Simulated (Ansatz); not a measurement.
Born–Oppenheimer molecular dynamics of FH4OSi (7 atoms, charge -1, multiplicity 1). It starts from a relaxed structure.

All numbers below come from Ansatz, RKS PBE-D4/def2-mTZVP.

```yaml
ensemble: NVE (velocity Verlet)
time_step: 1 fs
steps_asked: 150
starting_velocities_drawn_for: 300 K
seed: 669613
```

First frame:

```xyz
7
Properties=species:S:1:pos:R:3
O -0.143 0.101 -1.429
H 0.693 0.578 -1.591
Si -0.173 -0.130 0.292
F 1.422 0.730 0.340
H -1.559 -0.865 0.142
H -0.730 0.914 1.263
H 0.489 -1.327 0.982
```

How far do the bonds stretch over the last three quarters of this one trajectory? (Pairs bonded in most of those frames.)


```csv
bond,mean (Å),spread (Å),shortest,longest
O1–H2,0.978,0.014,0.96,1.00
O1–Si3,1.734,0.010,1.71,1.75
Si3–F4,1.821,0.021,1.79,1.86
Si3–H5,1.583,0.029,1.53,1.64
Si3–H6,1.536,0.028,1.48,1.59
Si3–H7,1.536,0.039,1.47,1.61
```

Mean temperature of the second half: 148 K. The conserved energy stayed within 0.38 meV per atom of its start (net change 0.33 meV per atom), so the integration is sound. Over the second half the temperature averaged 0.49 of the 300 K drawn at the start: a run that starts near a minimum puts about half its kinetic energy into the potential. A run of 0.15 ps of so small a system gives no equilibrium averages. Limits of this set-up: an anion without diffuse functions.

Time of the run: 3.7 min on 1 thread of Arm Neoverse V2, with other jobs on the host, peak memory 0.12 GiB.
